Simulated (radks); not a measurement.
**Si³⁺ in [He] 2s1 2p6 3s1 3p1: an all-electron calculation**

The task here is to estimate one member of a computed series from the others.

Method: non-relativistic Kohn-Sham, BLYP, spin-unpolarised, spherical densities, point nucleus. Code: radks (a radial shooting solver on a logarithmic mesh, Libxc functionals) version 1.

## Starting point

| Quantity | Value |
| --- | --- |
| element | silicon (Z = 14) |
| charge | +3 |
| electrons | 11 |
| configuration | [He] 2s1 2p6 3s1 3p1 |

Outer shells as boxes (Hund's rule):

Si³⁺
```
[He] core
2s [↑ ]
2p [↑↓][↑↓][↑↓]
3s [↑ ]
3p [↑ ][  ][  ]
```

Set-up of the first run:

Settings of this run:

```text
Z 14
configuration [He] 2s1 2p6 3s1 3p1 4s0 3d0 4p0 4f0
relativity non-relativistic
functional b88,lyp
spin unpolarised
nucleus point
```

Started as:

```bash
> python run_ks.py task.json out
```

All runs below come from this command, one after another.

One table of the session follows, with a row left open; its other results are not shown here.

It belongs to the step «Shells». Radial moments (bohr):

```
level     <r>  outermost maximum (interpolated)  90 % within  nodes
   1s  0.1116                            0.0729        0.199      0
   2s       ?                                 ?            ?      ?
   2p  0.5155                             0.380        0.859      0
   3s   1.732                              1.53         2.56      2
   3p   1.885                              1.65         2.84      1
   3d   2.177                              1.80         3.40      0
   4s   3.798                              3.65         5.41      3
```

Q: Estimate the row for 2s from the others.

**Answer.** <r>: 0.5555; outermost maximum (interpolated): 0.450; 90 % within: 0.871; nodes: 1. In the column «<r>» it lies between 2p (0.5155) and 3s (1.732).
